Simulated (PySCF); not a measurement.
## Working out the ionisation energy of Ne

Ne [Ne] (1S) → Ne+ [He] 2s2 2p5 (2P). Calculation: PySCF 2.14, in x2c-TZVPPall with one added diffuse shell each of s, p, d type (6s4p3d1f, 40 functions); scalar relativity by spin-free X2C-1e. Frozen: nothing. Energies in hartree (1 hartree = 27.21139 eV):

```tsv
part	Ne (lower)	Ne+ (upper)
UHF	-128.679193	-127.956910
MP2 opposite-spin	-0.212354	-0.164508
MP2 same-spin	-0.071828	-0.048914
```

Question: What does Hartree-Fock give?

Answer: (-127.956910) − (-128.679193) = 0.722283 hartree = 19.654 eV.

Question: What do MP2 and SCS-MP2 (6/5 opposite-spin, 1/3 same-spin) give?

Answer: The opposite-spin parts differ by 1.302 eV and the same-spin parts by 0.624 eV. MP2: 19.654 + (1.302) + (0.624) = 21.580 eV. SCS-MP2: 19.654 + 1.2 × (1.302) + (0.624)/3 = 21.424 eV.

Measured between the centres of the two terms (NIST): 21.597 eV, so MP2 (valence and next inner shell) is off by -0.017 eV.

What remains against the reference includes basis incompleteness and correlation beyond second order.
